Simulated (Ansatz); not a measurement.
**BSiH₃ (triplet): the correlation ladder at distance B1–H4 along a hydrogen transfer = 1.525 Å, cc-pVDZ**

Aim: climb from Hartree-Fock through coupled cluster and multireference methods for BSiH₃ (triplet) at one geometry and basis, and see what each rung misses.

Method: cc-pVDZ, core rule «outside noble gas», up to 6 orbitals frozen; program: Ansatz 0.2.0, Gaussian basis.

The runs, in order: UHF; CCSD(T) on ROHF; CCSD(T) on UHF; BCCD(T) on ROHF; CISD; CCSDT(Q) on ROHF; CCSDT(Q) on UHF; CASSCF and MRCISD+Q, 4 electrons in 4 orbitals; CASSCF and NEVPT2, 4 electrons in 4 orbitals; CASSCF and NEVPT2, 10 electrons in 11 orbitals.

12 further runs of the same task are left out: 4 for a known fault of the program, 6 that didn't finish, 2 set aside as unsound or not needed.

### 1 The geometry

The geometry derives from fragments relaxed apart (PBE0/def2-TZVP) and kept rigid, so it is no stationary point. A hydrogen atom is moved between rigid fragments.

5 atoms, charge 0, spin multiplicity 3.

Atoms are counted from 1 here; the program's logs count them from 0.

Bond lengths: B1–H2 1.193 Å, B1–H3 1.193 Å, H4–Si5 1.440 Å. Angles: H2–B1–H3 120.0°.

### 2 UHF

The input, in.yaml:

```yaml
crystal:
  periodic: [false, false, false]
  atoms:
    - {symbol: B, position_ang: [-1.994443, 0.000000, 0.000000]}
    - {symbol: H, position_ang: [-2.591176, 1.033571, 0.000000]}
    - {symbol: H, position_ang: [-2.591176, -1.033571, 0.000000]}
    - {symbol: H, position_ang: [-0.469443, 0.000000, 0.000000]}
    - {symbol: Si, position_ang: [0.970557, 0.000000, 0.000000]}
basis:
  gaussian: {orbitals: cc-pVDZ}
magnetization: {spin_polarized: true, initial_magnetization: 2}
hamiltonian: {xc: hf}
output: {orbitals: {seedname: orbitals}}
```

Started as:

```bash
$ ansatz run in.yaml --threads 1 --pin off --events-out ev --progress --plain --max-ram 2393MiB
```

After this run come: CCSD(T) on ROHF; CCSD(T) on UHF; BCCD(T) on ROHF; CISD; CCSDT(Q) on ROHF; CCSDT(Q) on UHF; CASSCF and MRCISD+Q, 4 electrons in 4 orbitals; CASSCF and NEVPT2, 4 electrons in 4 orbitals; CASSCF and NEVPT2, 10 electrons in 11 orbitals.

Before running them: what should the planned runs give, taken together? Wanted: UCCSDT(Q) below the RHF energy; RMP2 from UCCSDT(Q); UMP2 from UCCSDT(Q); RCCSD from UCCSDT(Q); RCCSD(T) from UCCSDT(Q); UCCSD(T) from UCCSDT(Q); RCCSDT(Q) from UCCSDT(Q); NEVPT2 pair from UCCSDT(Q); MRCISD+Q pair from UCCSDT(Q).

**Answer**, as computed:

| quantity | value |
| --- | --- |
| UCCSDT(Q) below the RHF energy | -5.7331 eV |
| RMP2 from UCCSDT(Q) | +1395.6 meV |
| UMP2 from UCCSDT(Q) | +1427.2 meV |
| RCCSD from UCCSDT(Q) | +246.1 meV |
| RCCSD(T) from UCCSDT(Q) | +67.4 meV |
| UCCSD(T) from UCCSDT(Q) | +68.2 meV |
| RCCSDT(Q) from UCCSDT(Q) | +4.7 meV |
| NEVPT2 pair from UCCSDT(Q) | +1406.2 meV |
| MRCISD+Q pair from UCCSDT(Q) | +66.6 meV |
| NEVPT2 valence from UCCSDT(Q) | +989.2 meV |
| levels within 1 kcal/mol (43 meV) | RCCSDT, UCCSDT, RCCSDT(Q) |
| T1 diagnostic | 0.048 |
| effectively unpaired electrons | 2.06 |

RCCSD(T) misses by +67.4 meV, 1.2 % of the correlation energy. The occupations are near whole numbers, but T1 = 0.048 shows that the orbitals relax strongly. Of the multireference levels listed MRCISD+Q pair comes nearest in total energy (+66.6 meV), which doesn't show that its space is the better one. These misses are within one basis, not against nature; the frozen cores of restricted and unrestricted runs differ, which can shift their rows.
